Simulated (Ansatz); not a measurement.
C4H7FO, SMILES `C=C(F)C(C)O`, relaxed with RKS PBE-D4/def2-SVP in Ansatz 0.2.0 from a rough embedded geometry. The force threshold is 0.03 eV/Å; the program also tests the step.

The species carries charge 0 and has multiplicity 1.

Start:

```xyz
13

C    -0.459   -0.644   -1.911
C     0.335   -0.161   -0.971
F     1.333    0.592   -1.440
C     0.326   -0.355    0.538
C     0.416    0.929    1.283
O    -0.981   -0.985    0.912
H    -1.335   -1.251   -1.605
H    -0.338   -0.384   -2.918
H     1.072   -1.102    0.846
H    -0.374    1.606    1.060
H     1.376    1.373    1.101
H     0.365    0.725    2.392
H    -1.736   -0.343    0.712
```

**Question.** How much energy does the relaxation release, and in how many steps? (Estimate.)

**Answer.** The calculation gave: 44.58 kJ/mol, in 8 steps, 1 of them rejected.

**Question.** Which bonds change most? (Estimate.)

**Answer.** Computed: C4–O6 from 1.499 to 1.415 Å; C1–H8 from 1.046 to 1.099 Å; C5–H10 from 1.064 to 1.111 Å; C4–C5 from 1.487 to 1.534 Å.

**Question.** Give the relaxed structure. (Best estimate.)

**Answer.** Computed: 
```xyz
13

C    -0.516   -0.611   -1.897
C     0.338   -0.164   -0.966
F     1.429    0.560   -1.313
C     0.238   -0.375    0.533
C     0.425    0.939    1.301
O    -0.958   -1.044    0.885
H    -1.369   -1.225   -1.583
H    -0.354   -0.398   -2.962
H     1.060   -1.071    0.823
H    -0.379    1.659    1.038
H     1.396    1.413    1.058
H     0.381    0.743    2.390
H    -1.690   -0.426    0.694
```
